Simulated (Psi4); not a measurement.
**BH2Cl (SMILES BCl): CCSD/def2-TZVP**

What is the vertical ionisation energy of BH2Cl at CCSD/def2-TZVP? 

The results are computed with Psi4 1.11.

**1. Starting point**

The species is BH2Cl (4 atoms), meant as a singlet with charge 0. SMILES: `BCl`. The coordinates come from a PBE0-D4/def2-TZVP relaxation.

Bond lengths: B1–Cl2 1.733 Å, B1–H3 1.190 Å, B1–H4 1.190 Å. Angles: Cl2–B1–H3 118.1°, Cl2–B1–H4 118.1°, H3–B1–H4 123.7°.

**2. A single-point energy at CCSD/def2-TZVP**

Input file job.in:

```
memory 1600 mb

molecule mol {
  0 1
  B     -0.116700     0.021700    -0.075300
  Cl     1.365000    -0.395300     0.721200
  H     -1.106200    -0.559500     0.240400
  H     -0.086600     0.872800    -0.906600
  symmetry c1
  no_reorient
  no_com
}

set puream true
set e_convergence 1e-09
set d_convergence 1e-08
set scf_type pk
set num_frozen_docc 6

result = energy("ccsd/def2-TZVP")
print_variables()
```

The run is started by

```
$ psi4 -n 1 job.in job.out
```

job.out:

```text
[...]
  Running in c1 symmetry.
[...]
  Nuclear repulsion =   37.783015982108239
[...]
  Multiplicity = 1
[...]
  Nalpha       = 12
  Nbeta        = 12
[...]
    Number of basis functions: 80
[...]
   @RHF iter   1:  -485.37728203678097   -5.40875e-01   1.96875e-03 ADIIS/DIIS
[...]
   @RHF iter  10:  -485.39000793578572   -2.52385e-11   7.75526e-09 DIIS
[...]
    Orbital Energies [Eh]
    ---------------------
    Doubly Occupied:
       1A   -104.836739     2A    -10.566914     3A     -8.033611
       4A     -8.032758     5A     -8.032370     6A     -7.663904
       7A     -1.118525     8A     -0.706906     9A     -0.566365
      10A     -0.543270    11A     -0.488173    12A     -0.439372
[...]
  @RHF Final Energy:  -485.39000793578572
   => Energetics <=
    Nuclear Repulsion Energy =             37.7830159821082390
    One-Electron Energy =                -744.2882294516972479
    Two-Electron Energy =                 221.1152055338032199
    Total Energy =                       -485.3900079357857749
[...]
 Multipole Moments:
 ------------------------------------------------------------------------------------
     Multipole            Electronic (a.u.)      Nuclear  (a.u.)        Total (a.u.)
 ------------------------------------------------------------------------------------
 L = 1.  Multiply by 2.5417464519 to convert [e a0] to [Debye]
 Dipole X            :        -40.7903956           40.4943742           -0.2960213
 Dipole Y            :         11.9854156          -11.9020621            0.0833535
 Dipole Z            :        -21.3575590           21.1983808           -0.1591782
 Magnitude           :                                                    0.3462862
[...]
      * MP2 total energy                      = -485.676156523343479
[...]
      * CCSD total energy                     = -485.708138900708661
[...]
```

Run time: 7.8 s. Hardware: 1 thread of Intel Xeon 6975P-C (Granite Rapids), shared host; peak memory 0.54 GiB.

**3. The doublet cation at the same level**

Input file bclh2.inp:

```
memory 1600 MB

molecule geom {
  1 2
  B     -0.116700     0.021700    -0.075300
  Cl     1.365000    -0.395300     0.721200
  H     -1.106200    -0.559500     0.240400
  H     -0.086600     0.872800    -0.906600
  symmetry c1
}

set {
  basis def2-TZVP
  reference uhf
  puream true
  e_convergence 1e-09
  d_convergence 1e-08
  scf_type pk
  num_frozen_docc 6
  maxiter 200
}

E, wfn = energy('ccsd', return_wfn=True)
print_variables()
```

The run is started by

```
$ psi4 -n 1 bclh2.inp bclh2.out
```

bclh2.out:

```text
[...]
  Running in c1 symmetry.
[...]
  Nuclear repulsion =   37.783015982108225
[...]
  Multiplicity = 2
[...]
  Nalpha       = 12
  Nbeta        = 11
[...]
    Number of basis functions: 80
[...]
   @UHF iter   1:  -484.93953915785750   -1.03132e-01   2.52973e-03 ADIIS/DIIS
[...]
   @UHF iter  15:  -484.99684852714182   -4.37694e-12   6.34066e-09 DIIS
[...]
   @S^2 Observed:                7.652325985E-01
[...]
    Orbital Energies [Eh]
    ---------------------
    Alpha Occupied:
       1A   -105.242481     2A    -10.966665     3A     -8.451431
       4A     -8.428663     5A     -8.427971     6A     -7.931908
       7A     -1.509603     8A     -1.006829     9A     -0.926890
      10A     -0.846100    11A     -0.839963    12A     -0.769887
    Alpha Virtual:
      13A     -0.171423    14A     -0.063885    15A     -0.041627
      16A     -0.011901    17A      0.008969    18A      0.039184
      19A      0.059681    20A      0.065596    21A      0.161982
      22A      0.172809    23A      0.184745    24A      0.239612
      25A      0.239688    26A      0.290776    27A      0.368794
[...]
  @UHF Final Energy:  -484.99684852714182
   => Energetics <=
    Nuclear Repulsion Energy =             37.7830159821082248
    One-Electron Energy =                -736.0404256057433940
    Two-Electron Energy =                 213.2605610964933192
    Total Energy =                       -484.9968485271417649
  UHF NO Occupations:
  HONO-2 :   10  A 1.9977597
  HONO-1 :   11  A 1.9957299
[...]
 Multipole Moments:
 ------------------------------------------------------------------------------------
     Multipole            Electronic (a.u.)      Nuclear  (a.u.)        Total (a.u.)
 ------------------------------------------------------------------------------------
 L = 1.  Multiply by 2.5417464519 to convert [e a0] to [Debye]
 Dipole X            :          1.7983285           -2.2620037           -0.4636752
 Dipole Y            :         -0.5060157            0.6365030            0.1304874
 Dipole Z            :          0.9665828           -1.2158337           -0.2492508
 Magnitude           :                                                    0.5423538
[...]
      * MP2 total energy                      = -485.244961078146048
[...]
      * CCSD total energy                     = -485.286804698664127
[...]
```

Run time: 17 s. Hardware: 1 thread of Intel Xeon 6975P-C (Granite Rapids), shared host; peak memory 0.56 GiB.

**4. Summary of results**

Level: CCSD/def2-TZVP, 6 core orbitals frozen.

| quantity | value |
| --- | --- |
| singlet BH2Cl: total energy | -485.70814 Eh |
| singlet BH2Cl: HOMO energy (Hartree–Fock orbitals) | -11.96 eV |
| singlet BH2Cl: LUMO energy (Hartree–Fock orbitals) | 1.71 eV |
| singlet BH2Cl: HOMO–LUMO gap (Hartree–Fock orbitals) | 13.67 eV |
| singlet BH2Cl: correlation energy (6 core orbitals frozen) | -318.1 mEh |
| singlet BH2Cl: T1 diagnostic | 0.012 |
| doublet cation: total energy | -485.28680 Eh |
| doublet cation: HOMO energy (Hartree–Fock orbitals) (highest over α and β) | -20.95 eV |
| doublet cation: LUMO energy (Hartree–Fock orbitals) (lowest over α and β) | -9.41 eV |
| doublet cation: correlation energy (6 core orbitals frozen) | -290.0 mEh |
| doublet cation: ⟨S²⟩ of the reference determinant | 0.765 |
| doublet cation: T1 diagnostic | 0.062 |
| vertical ionisation energy (to the doublet cation) | 11.465 eV |

Removing an electron at fixed nuclei costs 11.47 eV (264 kcal/mol). The T1 diagnostic (doublet cation) of 0.062 is above the customary mark for such species, so a single reference may not serve.
